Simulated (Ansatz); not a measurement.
Input (CCSDT(Q)/aug-cc-pV(D+d)Z; Ansatz, an electronic-structure program): A basis named .json is the Basis Set Exchange file of that set.

Ansatz 0.2 input:
```yaml
crystal:
  periodic: [false, false, false]
  atoms:
    - {symbol: C, position_ang: [-0.07275672, 1.12916893, 0.00212857]}
    - {symbol: S, position_ang: [-0.04234019, -0.64860717, -0.00102657]}
    - {symbol: H, position_ang: [1.30459006, -0.82487224, -0.00447189]}
    - {symbol: H, position_ang: [-1.11267682, 1.44681760, 0.00510357]}
    - {symbol: H, position_ang: [0.46310493, 1.48883727, 0.88953771]}
    - {symbol: H, position_ang: [0.45896518, 1.49191853, -0.88651564]}
basis:
  gaussian:
    orbitals: aug-cc-pV_D+d_Z.json
total_charge: 1
magnetization: {spin_polarized: true, initial_magnetization: 1}
correlation: {method: ccsdt_q, electrons: outside_noble_gas}
```

Output:

```
Functional definition: HF
integrals: 0.23 GiB planned
1482 factors; integrals over basis functions are off by at most 2.0e-7 eV
mean field: 0.29 GiB planned
mean field evaluation 1: about -11899.9359 eV, gradient 2.4e1 eV
mean field evaluation 2: about -11899.9360 eV, gradient 2.4e1 eV
mean field evaluation 4: about -11902.9762 eV, gradient 2.2e0 eV
mean field evaluation 8: about -11903.0570 eV, gradient 2.2e-3 eV
mean field evaluation 16: about -11903.0557 eV, gradient 2.6e-1 eV
mean field evaluation 32: about -11900.2728 eV, gradient 1.0e-3 eV
mean field -11903.05700662 eV, -437.4292768115 hartree, gradient 2.2e-6 eV, S^2 0.765447; 1 other end points of the search recorded, 0 dependent functions left out
determinant -11903.05700662 eV, -437.4292768115 hartree, with singles and doubles -11911.41762370 eV, -437.7365238220 hartree
determinant -11900.27277192 eV, -437.3269580734 hartree, with singles and doubles -11908.71475302 eV, -437.6371951568 hartree
6 core orbitals not correlated
reference -11903.05700662 eV, -437.4292768115 hartree; 7, 6 occupied and 78, 79 virtual orbitals, 1482 factors
second order -7.27146909 eV of doubles, -0.00000000 eV of singles
coupled cluster: 3.68 GiB planned
cycle   1  -8.02809497 eV  change   -7.6e-1 eV  update   7.9e-2
cycle   2  -8.51548607 eV  change   -4.9e-1 eV  update   3.2e-2
cycle   3  -8.65394786 eV  change   -1.4e-1 eV  update   1.7e-2
cycle   4  -8.63498649 eV  change    1.9e-2 eV  update   6.7e-3
cycle   5  -8.63702986 eV  change   -2.0e-3 eV  update   4.1e-3
cycle   6  -8.63994624 eV  change   -2.9e-3 eV  update   1.7e-3
cycle   7  -8.63937731 eV  change    5.7e-4 eV  update   6.6e-4
cycle   8  -8.63956312 eV  change   -1.9e-4 eV  update   2.5e-4
cycle   9  -8.63964194 eV  change   -7.9e-5 eV  update   9.2e-5
cycle  10  -8.63954531 eV  change    9.7e-5 eV  update   3.8e-5
cycle  11  -8.63954801 eV  change   -2.7e-6 eV  update   1.7e-5
cycle  12  -8.63955712 eV  change   -9.1e-6 eV  update   6.2e-6
cycle  13  -8.63956602 eV  change   -8.9e-6 eV  update   3.3e-6
cycle  14  -8.63956907 eV  change   -3.1e-6 eV  update   1.5e-6
cycle  15  -8.63956892 eV  change    1.5e-7 eV  update   6.7e-7
perturbative correction -0.01326413 eV, -0.0004874479 hartree
Total energy: -11911.70983967 eV, -437.7472625611 hartree
```
